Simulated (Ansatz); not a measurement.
Relaxation of CH5AlB (8 atoms, charge 0, multiplicity 2), to a largest force component of 0.02 eV/Å in at most 50 steps.

Computed with UKS PBE-D4/6-31G* (Ansatz 0.2.0).

```xyz
8
Properties=species:S:1:pos:R:3
C -0.611 0.581 -0.657
B -0.337 0.884 0.752
Al 0.631 -0.929 0.349
H -1.144 -0.324 -0.974
H -0.622 1.323 -1.452
H -0.031 1.843 1.340
H -0.075 -2.317 0.249
H 2.190 -1.060 0.392
```

Problem. Where does it end, and by what steps?

Solution. The run converged. After 6 steps the energy has fallen by 0.274 eV; H5 moved furthest, 0.25 Å.

| step | energy less start (eV) | largest force component (eV/Å) | accepted |
| --- | --- | --- | --- |
| 0 | 0.0000 | 1.031 | yes |
| 1 | -0.2338 | 0.571 | yes |
| 2 | -0.2653 | 0.178 | yes |
| 3 | -0.2700 | 0.099 | yes |
| 4 | -0.2729 | 0.036 | yes |
| 5 | -0.2733 | 0.020 | yes |
| 6 | -0.2735 | 0.018 | yes |

```xyz
8
Properties=species:S:1:pos:R:3
C -0.651 0.529 -0.633
B -0.378 0.941 0.739
Al 0.652 -0.976 0.265
H -1.325 -0.300 -0.902
H -0.414 1.184 -1.488
H 0.026 1.839 1.419
H -0.153 -2.355 0.172
H 2.243 -0.862 0.427
```

Whether the end is a true minimum wasn't checked by a vibrational analysis.

Time of the run: 19 s on 1 thread of Arm Neoverse V2 (shared host), peak memory 0.15 GiB.
